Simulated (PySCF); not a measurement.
Si(Cl)4 anion (Cl4Si), SMILES Cl[Si](Cl)(Cl)Cl (connectivity only; charge and spin as stated), charge -1, multiplicity 2. Geometry: PBE0-D3(BJ)/def2-SVPD. The multiplicity is an assumed one; other spin states were not compared. The isomer is the one that the SMILES or the coordinates give; other isomers of the formula were not compared.

Method: PBE0-D3(BJ)/def2-SVPD (PySCF).

Harmonic wavenumbers (cm⁻¹): 93, 119, 145, 180, 198, 260, 375, 459, 482. Rotational constants (GHz): 1.586, 1.074, 0.9221; symmetry number 2.

Problem. Work out the zero-point energy and the ideal-gas rigid-rotor harmonic-oscillator thermochemistry at 298.15 K and 1 atm.

Solution. ZPE = ½ Σ hcν = ½ × 2311 cm⁻¹ = 3.30 kcal/mol. H − E(el) = 8.53 kcal/mol. Entropy in cal/(mol K): translation 41.30, rotation 28.33, vibration 18.12, spin 1.38, total 89.12. G − E(el) = -18.04 kcal/mol. Cp = 23.35 cal/(mol K). Modes under 150 cm⁻¹ make the vibrational entropy uncertain.
